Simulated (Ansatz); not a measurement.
**C₃H₅ClO: one species, many methods**

The task here is to estimate one member of a computed series from the others.

Program: Ansatz 0.2.0, Gaussian basis. Level of theory: functionals in def2-TZVPP, the program's frozen cores in correlated methods. These are calculated values, not measurements.

The runs, in order: LDA (SPW92), PBE-D4, revPBE-D4, BLYP-D4, r2SCAN-D4, B97M-V, PBE0-D4, B3LYP-D4, r2SCANh-D4, r2SCAN0-D4, HSE06-D4, BHLYP-D4, CAM-B3LYP-D4, LC-ωPBE, ωB97X-V, ωB97M-V, B2PLYP, PBE-QIDH; CCSD(T)/def2-SVP; CCSD(T)/def2-TZVPP; MP2/def2-QZVPP; extrapolation to the limit; RPA on PBE.

### Structure used throughout

All runs share one geometry, relaxed beforehand with PBE0-D4 in a triple-zeta def2 set.

10 atoms, charge 0, spin multiplicity 1.

Atoms are counted from 1 here; the program's logs count them from 0.

Bond lengths: C1–C2 1.504 Å, C1–H6 1.092 Å, C1–H7 1.090 Å, C1–H8 1.090 Å, C2–Cl3 1.793 Å, C2–C4 1.514 Å, C2–H9 1.095 Å, C4–O5 1.197 Å, C4–H10 1.108 Å. Angles: C2–C1–H6 109.3°, C2–C1–H7 110.6°, C2–C1–H8 110.6°, H6–C1–H7 108.0°, H6–C1–H8 109.1°, H7–C1–H8 109.1°, C1–C2–Cl3 112.0°, C1–C2–C4 114.0°, C1–C2–H9 111.6°, Cl3–C2–C4 106.1°, Cl3–C2–H9 105.0°, C4–C2–H9 107.5°, C2–C4–O5 123.4°, C2–C4–H10 114.5°, O5–C4–H10 122.0°.

The first run:

in.yaml reads:

```yaml
crystal:
  periodic: [false, false, false]
  atoms:
    - {symbol: C, position_ang: [-0.886188, -0.578973, 0.540626]}
    - {symbol: C, position_ang: [0.502507, -0.137077, 0.167427]}
    - {symbol: Cl, position_ang: [1.427558, -1.443010, -0.641776]}
    - {symbol: C, position_ang: [0.539065, 1.049130, -0.773396]}
    - {symbol: O, position_ang: [-0.427775, 1.693416, -1.059890]}
    - {symbol: H, position_ang: [-1.411232, 0.249236, 1.020744]}
    - {symbol: H, position_ang: [-1.449894, -0.865527, -0.347388]}
    - {symbol: H, position_ang: [-0.847927, -1.423975, 1.227571]}
    - {symbol: H, position_ang: [1.094117, 0.124272, 1.050780]}
    - {symbol: H, position_ang: [1.542867, 1.281509, -1.181895]}
basis:
  gaussian: {orbitals: def2-TZVPP}
hamiltonian: {xc: lda}
output: {orbitals: {seedname: orbitals}}
```

Launch:

```console
> ansatz run in.yaml --threads 4 --pin off --events-out ev --progress --plain --max-ram 10444MiB
```

Among the steps run: LDA; PBE-D4 (GGA); revPBE-D4 (GGA); BLYP-D4 (GGA); r2SCAN-D4 (meta-GGA); B97M-V (meta-GGA); PBE0-D4 (hybrid); B3LYP-D4 (hybrid); r2SCANh-D4 (hybrid); r2SCAN0-D4 (hybrid); HSE06-D4 (hybrid); BHLYP-D4 (hybrid); CAM-B3LYP-D4 (range-separated); LC-ωPBE (range-separated); ωB97X-V (range-separated); ωB97M-V (range-separated); B2PLYP (double hybrid); PBE-QIDH (double hybrid).

One of the session's tables, all rows but one given; the rest of the session is left out.

It belongs to the step «Orbital energies across the functionals». 

| functional | HOMO (eV) | gap (eV) |
| --- | --- | --- |
| LDA (SPW92) | -6.41 | 3.65 |
| PBE-D4 | -6.26 | 3.78 |
| revPBE-D4 | -6.20 | 3.82 |
| BLYP-D4 | -6.19 | 3.84 |
| r2SCAN-D4 | -6.59 | 4.31 |
| B97M-V | -6.75 | 4.61 |
| PBE0-D4 | -7.85 | 6.54 |
| B3LYP-D4 | -7.62 | 6.04 |
| r2SCANh-D4 | -7.18 | 5.34 |
| r2SCAN0-D4 | -8.07 | 6.88 |
| HSE06-D4 | ? | ? |
| BHLYP-D4 | -9.38 | 9.35 |
| CAM-B3LYP-D4 | -9.32 | 9.24 |
| LC-ωPBE | -10.61 | 11.81 |
| ωB97X-V | -10.30 | 11.41 |
| ωB97M-V | -10.23 | 11.24 |

**Question.** Estimate the row for HSE06-D4.

**Answer.** HOMO (eV): -7.44; gap (eV): 5.74. In the column «HOMO (eV)» it lies between B3LYP-D4 (-7.62) and r2SCANh-D4 (-7.18).
